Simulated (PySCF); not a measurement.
Worked example: oscillator strength and radiative lifetime

C2H3, SMILES [CH]=C (connectivity only; charge and spin as stated), charge +1, multiplicity 1.

Coordinates come from a B3LYP-D3(BJ)/def2-TZVP optimisation. The spin state was assumed, not searched. The isomer is the one that the SMILES or the coordinates give; other isomers of the formula were not compared.

TDDFT-ωB97X/def2-TZVPD (PySCF) puts the first singlet state with f over 0.02 at 10.80 eV (vertical), with the transition dipole (0.000, 0.000, -1.706) in atomic units.

**Question.** Find the oscillator strength, the wavelength and the radiative lifetime that this transition would have in vacuum if emission retraced absorption.

**Answer.** 
|μ|² = 2.9104 au, so |μ| = 4.34 D. ΔE = 10.80/27.211 = 0.3969 hartree. f = (2/3) ΔE |μ|² = 0.770 (the program prints 0.770).
λ = 1239.84/10.80 = 115 nm; ν = 87108 cm⁻¹.
Einstein's coefficient A = 0.6670 ν² f s⁻¹ (ν in cm⁻¹) = 3.9e9 s⁻¹, so τ = 1/A = 0.26 ns. This state is S4; the lower singlets have f = 0.000, 0.002, 0.003. The figure is the radiative limit of this one transition; relaxation, internal conversion, crossing to triplets and a medium change what is measured.
